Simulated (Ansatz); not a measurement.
We consider rock-salt BaO, described by G0W0@PBE (Ansatz, a first-principles code, plane waves, hard PAW, contour deformation).

The same calculation (at the measured cell, 21.254 Å³/atom) with different numerical settings; throughout: k mesh 2×2×2:

```tsv
run	response cutoff (eV)	empty bands	quasiparticle gap on the mesh (eV)	quasiparticle gap at Γ (eV)	rough time
1	100	177	2.555	4.638	10 core-s
2	150	326	2.695	4.773	20 core-s
3	200	502	2.787	4.845	60 core-s
4	250	701	2.854	4.890	2 core-min
5	300	921	2.893	4.912	3 core-min
6	400	1419	2.945	4.932	5 core-min
7	500	1983	2.972	4.936	9 core-min
```

In the column quasiparticle gap on the mesh (eV) the first row differs from the last by -0.417 and the next to last by -0.027.

The last row is no converged limit: other settings stay fixed.

Spin–orbit coupling is not included.
